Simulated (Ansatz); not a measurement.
in.yaml

```yaml
crystal:
  periodic: [false, false, false]
  atoms:
    - {symbol: C, position_ang: [0.000000, -0.066939, 0.017718]}
    - {symbol: H, position_ang: [0.000000, 0.450117, -1.225009]}
    - {symbol: H, position_ang: [0.000000, 0.347529, 1.013879]}
basis:
  gaussian: {orbitals: cc-pVDZ}
magnetization: {spin_polarized: false, initial_magnetization: 2}
correlation: {method: ccsdt_q, electrons: outside_noble_gas}
```

```sh
$ ansatz run in.yaml --threads 1 --pin off --events-out ev --progress --plain --max-ram 2393MiB
```

Output:

```
407 factors; integrals over basis functions are off by at most 2.1e-7 eV
mean field evaluation 1: about -1057.5461 eV, gradient 9.1e0 eV
mean field evaluation 2: about -1057.5461 eV, gradient 9.1e0 eV
mean field evaluation 4: about -1058.2090 eV, gradient 6.0e-1 eV
mean field evaluation 8: about -1058.2147 eV, gradient 9.8e-4 eV
mean field evaluation 16: about -1058.2147 eV, gradient 1.1e-6 eV
mean field -1058.21468265 eV, -38.8886723037 hartree, gradient 1.1e-6 eV, S^2 2.000000; 0 other end points of the search recorded, 0 dependent functions left out
1 core orbitals not correlated: weight in the atoms' cores, before any rotation towards them, 1.000 or more for the frozen orbitals, at most 0.000 for the correlated occupied ones
reference -1058.21468265 eV, -38.8886723037 hartree; 4, 2 occupied and 19, 21 virtual orbitals, 407 factors
second order -2.67173275 eV of doubles, -0.07422535 eV of singles
cycle   1  -3.19349105 eV  change   -4.5e-1 eV  update   4.8e-2
cycle   2  -3.42329021 eV  change   -2.3e-1 eV  update   2.1e-2
cycle   3  -3.43450806 eV  change   -1.1e-2 eV  update   6.9e-3
cycle   4  -3.43804649 eV  change   -3.5e-3 eV  update   3.2e-3
cycle   5  -3.43777153 eV  change    2.7e-4 eV  update   1.5e-3
cycle   6  -3.43832301 eV  change   -5.5e-4 eV  update   6.6e-4
cycle   7  -3.43885830 eV  change   -5.4e-4 eV  update   3.0e-4
cycle   8  -3.43871199 eV  change    1.5e-4 eV  update   1.1e-4
cycle   9  -3.43869242 eV  change    2.0e-5 eV  update   4.4e-5
cycle  10  -3.43872140 eV  change   -2.9e-5 eV  update   2.0e-5
cycle  11  -3.43872831 eV  change   -6.9e-6 eV  update   8.5e-6
cycle  12  -3.43872193 eV  change    6.4e-6 eV  update   3.1e-6
cycle  13  -3.43871891 eV  change    3.0e-6 eV  update   1.0e-6
cycle  14  -3.43871883 eV  change    7.8e-8 eV  update   4.0e-7
perturbative correction -0.00280190 eV, -0.0001029678 hartree
Total energy: -1061.65620337 eV, -39.0151458575 hartree
```

For the same geometry and basis full CI lies 0.2 meV lower.

Ran on 1 thread of Arm Neoverse V1, shared host: 2.3 s wall, 0.09 GiB peak host memory.
